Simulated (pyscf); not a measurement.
One four-centre exchange on the singlet surface with elements of a group swapped. ωB97M-D3(BJ)/def2-TZVP, kcal/mol, from the separated reactants. Structures and frequencies: ωB97X-D3(BJ)/def2-SVP in PySCF.

| step | barrier | reaction energy | imaginary mode (i cm⁻¹) |
|---|---|---|---|
| `[Cl][Ti]([Cl])([Cl])[Cl]` + `[SiH4]` → `[SiH3][Cl]` + `[Cl][TiH]([Cl])[Cl]` | 30.2 | +17.7 | 313 |
| `[F][Ti]([F])([F])[F]` + `[SiH4]` -> `[F][SiH3]` + `[F][TiH]([F])[F]` | [?] | [?] | 309 |

**Question.** Some entries are withheld; supply them.

**Answer.** 
- `[F][Ti]([F])([F])[F]` + `[SiH4]` -> `[F][SiH3]` + `[F][TiH]([F])[F]`, barrier: 25.3
- `[F][Ti]([F])([F])[F]` + `[SiH4]` -> `[F][SiH3]` + `[F][TiH]([F])[F]`, reaction energy: +16.0

Row 1: On the product side the descent ends in an adduct with a Cl–Ti contact, 5.7 kcal/mol under the separated species and 10.3 kcal/mol under the saddle at ωB97X-D3(BJ)/def2-TZVP. Row 2: On the product side the descent ends in an adduct with a F–Ti contact, 6.9 kcal/mol under the separated species and 11.5 kcal/mol under the saddle at ωB97X-D3(BJ)/def2-TZVP. Each row is the saddle that its search found.
